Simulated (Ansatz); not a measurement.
**Scan of HGaAl, quartet**

Starting geometry (PBE0/def2-TZVP stationary point for this spin, not checked as a minimum):

```xyz
3

Al    0.0000    0.0000    2.0585
Ga    0.0000    0.0000   -0.2499
H     0.0000    0.0000   -1.8086
```

From there Ga2, H3 move together along the line of the two atoms named below, all else staying in place; atoms are numbered as listed. Energies are in kJ/mol, counted from the starting geometry at the same level.

Basis 6-31G (Cartesian d functions); Ansatz 0.2.0. Correlated methods freeze the noble-gas cores and the filled d shells of p-block atoms. R marks a restricted (for open shells ROHF) determinant, U an unrestricted one. Active spaces: valence = (7e, 9o) chosen from the atoms' valence shells. No spin–orbit coupling is included, and no scalar relativity.

Coupled cluster chose its determinant by trial CCSD, here up to 0.59 eV above the lowest Hartree–Fock solution of its kind, and MP2 stands on that determinant too. Runs in a small pair space aren't shown, since their orbitals change along the scan. A value is left out where its run failed or describes another state than the reference as far as symmetry and spin tell, or, spin-broken singlets apart, can't be checked. The reference follows the lowest state, whose symmetry changes from Σ⁻ or Δ to Π between 4.966 and 6.218.

Full CI is exact within this basis and frozen core; it isn't the basis-set limit. The frozen core follows each run's orbitals, which can shift R against U totals by a few meV for light atoms and by up to 0.1 eV past Ca.

```
distance Al1-Ga2 (Å)  full CI  unpaired electrons (full CI)  error UMP2  error RCCSD(T)  error UCCSD(T)  error BCCD(T)  error RCCSDT  error MRCISD+Q (valence space)
               1.892    208.9                          3.02        -8.7            -0.9            -1.0           -1.0          -0.4                             0.2
               2.128     41.7                          3.03        -4.5            -0.5            -0.5           -0.5          -0.2                             0.1
               2.308      0.0                          3.04         0.0             0.0             0.0            0.0           0.0                             0.0
               2.490     -2.3                          3.05         5.8             0.7             0.7            0.7           0.3                             0.0
               2.841     40.7                          3.08        17.4             2.5             2.1            2.7           1.2                            -0.1
               3.141     85.5                          3.11        30.3             2.9             2.9            4.0           0.9                            -0.2
               3.665    138.4                          3.17        24.2            2.9*             5.1           3.7*          0.2*                            -0.4
               4.228    163.0                          3.27         9.4             3.5             3.1            3.4          0.0*                            -0.3
               4.966    173.5                          3.33         2.6               –            -1.0              –         -0.2*                               –
               6.218    176.7                          3.06         0.5            -2.1            -2.6           -2.2          -0.8                            -0.4
               7.933    177.3                          3.06         0.4            -2.1            -2.6           -2.2          -0.8                            -0.5
```

An asterisk marks runs whose energy the program itself flagged as in doubt.

Unpaired electrons are Σ n²(2−n)² over natural occupations. Errors are those of relative energies. In total energy the starting point itself misses full CI by: UMP2 59.9, RCCSD(T) 2.6, UCCSD(T) 2.4, BCCD(T) 2.6, RCCSDT 0.7, MRCISD+Q (valence space) 0.2 kJ/mol.

Spread of the error over the points with a reference, to 7.933 Å (largest less smallest): MRCISD+Q (valence space) 0.6 (10 of 11 points), RCCSDT 2.0, RCCSD(T) 5.7 (10 of 11 points), BCCD(T) 6.3 (10 of 11 points), UCCSD(T) 7.8, UMP2 38.9 kJ/mol.

Going outwards, the relative energy of UMP2 first misses by more than 4.2 kJ/mol (1 kcal/mol) at 2.490 Å.

MRCISD+Q (valence space) stays parallel to the reference within 0.6 kJ/mol over the points shown.
